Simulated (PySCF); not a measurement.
**One shape, several levels: C3H6O2 (methoxyacetaldehyde)**

Wanted: a comparison of 5 runs (HF/STO-3G, HF/def2-SVP, PBE0/def2-SVP, wB97X/def2-SVPD, PBE/def2-TZVP) of C3H6O2 (methoxyacetaldehyde). 

Program for the calculation: PySCF 2.14.0.

## Step 1: The system as given

C3H6O2: 11 atoms, total charge 0, spin state singlet. As SMILES, `COCC=O`. The shape is that of a PBE0-D4/def2-TZVP optimisation. This is one conformer, not always the lowest.

Bond lengths: C1–O2 1.406 Å, O2–C3 1.396 Å, C3–C4 1.513 Å, C4–O5 1.198 Å, C1–H6 1.098 Å, C1–H7 1.098 Å, C1–H8 1.089 Å, C3–H9 1.099 Å, C3–H10 1.096 Å, C4–H11 1.113 Å. Some angles: C1–O2–C3 112.5°, O2–C3–C4 112.8°, C3–C4–O5 124.0°, O2–C1–H6 111.1°, O2–C1–H7 112.1°, O2–C1–H8 107.4°, O2–C3–H9 112.7°, O2–C3–H10 107.3°, C4–C3–H9 109.2°, C4–C3–H10 106.9°.

## Step 2: Energy and gradient at HF/STO-3G (run 1)

The input, job.py:

```python
import pyscf.grad
from pyscf import gto, scf

system = gto.Mole()
system.atom = '''
C     -2.501241    -0.085038     1.419184
O     -0.130958    -1.270652     1.612125
C      1.778232     0.084471     0.395331
C      1.699998    -0.202957    -2.447384
O      2.790559     1.161804    -3.887734
H     -2.474785     1.789193     2.309056
H     -3.103497     0.137761    -0.554635
H     -3.865813    -1.277266     2.396551
H      1.761225     2.104021     0.879668
H      3.589535    -0.694474     1.030657
H      0.580146    -1.854577    -3.113702
'''
system.verbose = 4
system.spin = 0
system.charge = 0
system.max_memory = 1860
system.basis = 'sto-3g'
system.unit = 'bohr'
system.build()

myscf = scf.RHF(system)
myscf.conv_tol = 1e-10
myscf.kernel()
if not myscf.converged:
    myscf = myscf.newton().run(myscf.mo_coeff, myscf.mo_occ)

e_final = myscf.e_tot
print(f'total energy: {e_final:.8f} hartree')
grad = myscf.Gradients().kernel()
myscf.analyze()
```

Started as:

```console
OMP_NUM_THREADS=1 python job.py
```

The program printed:

```text
PySCF version 2.14.0

[... 84 lines left out ...]
Nuclear Repulsion Energy =             175.958802759169856
[... 8 lines left out ...]
MO #3   energy= -11.1283187765309  occ= 2
[... 6 lines left out ...]
MO #10  energy= -0.754452492108612 occ= 2
[... 6 lines left out ...]
MO #17  energy= -0.433446336280129 occ= 2
[... 6 lines left out ...]
MO #24  energy= 0.648224791934526  occ= 0
[... 6 lines left out ...]
MO #31  energy= 0.995765598387693  occ= 0
[... 45 lines left out ...]
Dipole moment(X, Y, Z, Debye): -0.99107,  0.17089,  0.64054
```

It took 4.2 s on 1 thread of Intel Xeon at 2.50GHz (Skylake/Cascade Lake), shared host; peak memory 0.12 GiB.

## Step 3: Energy and forces at HF/def2-SVP (run 2)

The input, calc.py:

```python
# COCC=O
from pyscf import gto

mol = gto.M(
    atom='''
C     -1.323600    -0.045000     0.751000
O     -0.069300    -0.672400     0.853100
C      0.941000     0.044700     0.209200
C      0.899600    -0.107400    -1.295100
O      1.476700     0.614800    -2.057300
H     -1.309600     0.946800     1.221900
H     -1.642300     0.072900    -0.293500
H     -2.045700    -0.675900     1.268200
H      0.932000     1.113400     0.465500
H      1.899500    -0.367500     0.545400
H      0.307000    -0.981400    -1.647700
''',
    max_memory=1860,
    basis='def2-svp',
    verbose=4,
    spin=0,
)

mf = mol.RHF()
mf.conv_tol = 1e-10
mf.kernel()
if not mf.converged:
    mf = mf.newton().run(mf.mo_coeff, mf.mo_occ)

energy = mf.e_tot
print(f'total energy: {energy:.8f} hartree')
grad = mf.nuc_grad_method().kernel()
mf.analyze()
```

Started as:

```console
OMP_NUM_THREADS=1 python calc.py
```

The program printed:

```text
PySCF version 2.14.0

[... 97 lines left out ...]
MO #5   energy= -11.2952850648787  occ= 2
[... 18 lines left out ...]
MO #24  energy= 0.22495069593287   occ= 0
[... 18 lines left out ...]
MO #43  energy= 0.882190213571942  occ= 0
[... 18 lines left out ...]
MO #62  energy= 1.78265561100955   occ= 0
[... 18 lines left out ...]
MO #81  energy= 2.63121171930129   occ= 0
[... 18 lines left out ...]
MO #100 energy= 4.0242027240706    occ= 0
[... 114 lines left out ...]
Dipole moment(X, Y, Z, Debye): -1.70984, -0.23638,  1.52517
```

It took 30 s on 1 thread of Intel Xeon at 2.50GHz (Skylake/Cascade Lake), shared host; peak memory 0.21 GiB.

Run 3 isn't shown in full; the table further down has it.

## Step 4: Energy and forces at wB97X/def2-SVPD (run 4)

The input, start.xyz:

```xyz
11

C     -1.323600    -0.045000     0.751000
O     -0.069300    -0.672400     0.853100
C      0.941000     0.044700     0.209200
C      0.899600    -0.107400    -1.295100
O      1.476700     0.614800    -2.057300
H     -1.309600     0.946800     1.221900
H     -1.642300     0.072900    -0.293500
H     -2.045700    -0.675900     1.268200
H      0.932000     1.113400     0.465500
H      1.899500    -0.367500     0.545400
H      0.307000    -0.981400    -1.647700
```

The input, run.py:

```python
from pyscf import gto, dft

molecule = gto.M(
    atom='start.xyz',
    verbose=3,
    basis='def2-svpd',
    spin=0,
    max_memory=1860,
)

mf = dft.RKS(molecule)
mf.xc = 'wb97x'
mf.grids.level = 5
mf.conv_tol = 1e-10
mf.kernel()
if not mf.converged:
    mf = mf.newton().run(mf.mo_coeff, mf.mo_occ)

etot = mf.e_tot
print('E(%s) = %.9f' % ('WB97X', etot))
grad = mf.nuc_grad_method().kernel()
mf.analyze()
```

Started as:

```console
OMP_NUM_THREADS=1 python run.py
```

The program printed:

```text
converged SCF energy = -268.090603675719
[... 33 lines left out ...]
MO #24  energy= 0.121170840064304  occ= 0
[... 25 lines left out ...]
MO #50  energy= 0.423809698834991  occ= 0
[... 25 lines left out ...]
MO #76  energy= 0.722445498140894  occ= 0
[... 25 lines left out ...]
MO #102 energy= 1.3762137642289    occ= 0
[... 25 lines left out ...]
MO #128 energy= 2.25076064367145   occ= 0
[... 25 lines left out ...]
MO #154 energy= 3.86659165429422   occ= 0
[... 12 lines left out ...]
Dipole moment(X, Y, Z, Debye): -1.56775, -0.26469,  1.51273
```

Wall time 5.5 min (1 thread of Intel Xeon at 2.50GHz (Skylake/Cascade Lake), shared host); peak memory 1.9 GiB.

## Step 5: Energy and forces at PBE/def2-TZVP (run 5)

The input, run.py:

```python
# COCC=O
import pyscf.grad
from pyscf import gto, dft

molecule = gto.Mole()
molecule.atom = '''
C       -1.323600      -0.045000       0.751000
O       -0.069300      -0.672400       0.853100
C        0.941000       0.044700       0.209200
C        0.899600      -0.107400      -1.295100
O        1.476700       0.614800      -2.057300
H       -1.309600       0.946800       1.221900
H       -1.642300       0.072900      -0.293500
H       -2.045700      -0.675900       1.268200
H        0.932000       1.113400       0.465500
H        1.899500      -0.367500       0.545400
H        0.307000      -0.981400      -1.647700
'''
molecule.basis = 'def2-tzvp'
molecule.spin = 0
molecule.verbose = 3
molecule.max_memory = 1860
molecule.charge = 0
molecule.build()

myscf = dft.RKS(molecule, xc='pbe')
myscf.grids.level = 5
myscf.conv_tol = 1e-10
myscf.kernel()
if not myscf.converged:
    myscf = myscf.newton().run(myscf.mo_coeff, myscf.mo_occ)

energy = myscf.e_tot
print('E(%s) = %.9f' % ('PBE', energy))
grad = myscf.Gradients().kernel()
dip = myscf.dip_moment()
pop, q = myscf.mulliken_pop()
```

Started as:

```console
OMP_NUM_THREADS=1 python run.py
```

The program printed:

```text
converged SCF energy = -268.131473543965
[... 9 lines left out ...]
Dipole moment(X, Y, Z, Debye): -1.35550, -0.24604,  1.45781
[... 203 lines left out ...]
charge of   10H =      0.06680
```

Run time: 4.6 min. Hardware: 1 thread of Intel Xeon at 2.50GHz (Skylake/Cascade Lake), shared host; peak memory 2.9 GiB.

## Step 6: All runs side by side

```
run            level  integration grid  energy (Eh)  dipole moment (D)  HOMO energy (eV)  LUMO energy (eV)  wall time
  1        HF/STO-3G                 –  -263.348608               1.19             -8.60              7.84      4.2 s
  2      HF/def2-SVP                 –  -266.584510               2.30            -11.29              3.60       30 s
  3    PBE0/def2-SVP                 5  -267.835598               1.95             -7.16             -0.79    1.8 min
  4  wB97X/def2-SVPD                 5  -268.090604               2.19             -9.90              1.22    5.5 min
  5    PBE/def2-TZVP                 5  -268.131474               2.01             -5.76             -2.19    4.6 min
```

## Step 7: Results

| quantity | value |
| --- | --- |
| run 5: total energy | -268.13147 Eh |
| run 5: dipole moment | 2.01 D |
| run 5: HOMO energy | -5.76 eV |
| run 5: LUMO energy | -2.19 eV |
| run 5: HOMO–LUMO gap | 3.56 eV |
| run 5: largest force on an atom | 1.211 eV/Å |

What this shows: The dipole moment (its size) runs from 1.19 D (HF/STO-3G) to 2.30 D (HF/def2-SVP). The HOMO–LUMO gap runs from 3.56 eV (PBE/def2-TZVP) to 16.45 eV (HF/STO-3G). The two ends differ in method and basis. Totals of different functionals can't be ranked against each other. In run 1 the basis is minimal, so the values are rough. All runs together took 12 min, the longest 5.5 min.
